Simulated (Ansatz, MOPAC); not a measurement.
Species: CHO₂, net charge 0, doublet state. SMILES: [O]C=O

Atoms: O1, C2, O3, H4. Bonds: O1-C2, C2-O3, C2-H4.

Bond lengths (Å) and angles (degrees) optimised at PM3 with MOPAC; PM6 with MOPAC; HF/STO-3G with Ansatz (a quantum-chemistry and plane-wave program); HF/6-31G* with Ansatz; PBE/6-31G* with Ansatz; B3LYP/LANL2DZ with Ansatz, each started from the B3LYP-D3(BJ)/def2-TZVP structure (Ansatz) of the last column. A row stands for all coordinates that are equal there. 6-31G* holds six Cartesian d functions. No wavenumbers were computed at PM3, HF/STO-3G, PBE/6-31G*, B3LYP/LANL2DZ, so these may be saddle points.

```csv
coordinate,PM3,PM6,HF/STO-3G,HF/6-31G*,PBE/6-31G*,B3LYP/LANL2DZ,B3LYP-D3(BJ)/def2-TZVP
O1-C2,1.214 to 1.304,1.204 to 1.272,1.337,1.177 to 1.324,1.242,1.268,1.221
C2-H4,1.101,1.175,1.100,1.090,1.160,1.139,1.164
O1-C2-O3,117.6,137.8,120.9,124.6,144.0,140.7,144.7
O1-C2-H4,112.7 to 129.7,97.5 to 124.7,119.5,109.2 to 126.2,108.0,109.7,107.6
```

A range marks coordinates that this level makes unequal.

Mean signed difference of all 3 bond lengths from B3LYP-D3(BJ)/def2-TZVP: PM3 0.004 Å, PM6 0.015 Å, HF/STO-3G 0.056 Å, HF/6-31G* -0.005 Å, PBE/6-31G* 0.013 Å, B3LYP/LANL2DZ 0.023 Å.
